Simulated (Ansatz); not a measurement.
A nudged elastic band was laid between two geometries of CH5AlB (8 atoms, charge 0, multiplicity 2).

Theory: UKS PBE/def2-SVP in Ansatz 0.2.0.

| Property | Result |
| --- | --- |
| movable images | 9 |
| climbing image | yes |
| spring | 5.0 eV/Å² |
| optimiser | quadratic models (default) |
| start path | IDPP |
| force threshold | 0.05 eV/Å |
| iteration limit | 54 |
| end points | relaxed |

Image 0:

```xyz
8
Properties=species:S:1:pos:R:3
B -0.669 0.310 -0.660
C 0.477 0.734 0.253
Al 0.799 -1.134 0.958
H -0.448 -0.087 -1.793
H -1.814 0.258 -0.238
H 0.263 1.321 1.171
H 1.456 1.019 -0.186
H -0.063 -2.421 0.495
```

Image 10:

```xyz
8
Properties=species:S:1:pos:R:3
B -0.669 0.310 -0.661
C 0.477 0.734 0.253
Al 0.796 -1.134 0.960
H -1.815 0.263 -0.241
H -0.447 -0.091 -1.793
H 0.264 1.324 1.169
H 1.458 1.015 -0.185
H -0.065 -2.421 0.498
```

Problem. What changes between the two ends?

Solution. No bond is made or broken. The dihedral H4–B1–C2–Al3 goes from -87 to 87°. The two ends are copies of one structure, up to a mirror image or an exchange of like atoms.

Problem. Give the energies along the band, and the barrier.

Solution. The run converged. The highest image is number 5 of 0 to 10, 55.8 kJ/mol above the ends, which have the same energy within 2 meV. A vibrational analysis at the climbing image gives 2 clearly imaginary modes (417i, 155i cm⁻¹): a point of higher order, so a lower path passes nearby.

```tsv
image	path coordinate (Å)	energy (kJ/mol)	dihedral H4–B1–C2–Al3 (°)
0	0.00	0.0	-87
1	0.59	1.9	-94
2	1.17	4.8	-108
3	1.76	20.5	-136
4	2.34	44.5	-160
5	2.93	55.8	180
6	3.51	44.6	160
7	4.10	20.7	136
8	4.68	4.8	108
9	5.27	1.9	94
10	5.85	0.0	87
```

Problem. What is the geometry of the highest image?

Solution. 
```xyz
8
Properties=species:S:1:pos:R:3:forces:R:3
B -0.543 0.259 -0.946 0.01 0.00 0.02
C 0.542 0.401 0.176 0.00 0.01 -0.02
Al 0.539 -0.913 1.675 0.00 0.00 0.00
H -0.566 1.053 -1.877 0.00 0.00 0.00
H -1.391 -0.622 -0.949 0.00 0.00 0.00
H 0.490 1.450 0.566 0.00 0.00 0.00
H 1.544 0.434 -0.322 0.00 0.00 0.00
H -0.614 -2.062 1.678 0.00 0.00 0.00
```

The band took 8 iterations and of the order of 3 core-minutes.

The run took 3.1 min on 1 thread of Arm Neoverse V2, with other jobs on the host, peak memory 0.15 GiB.
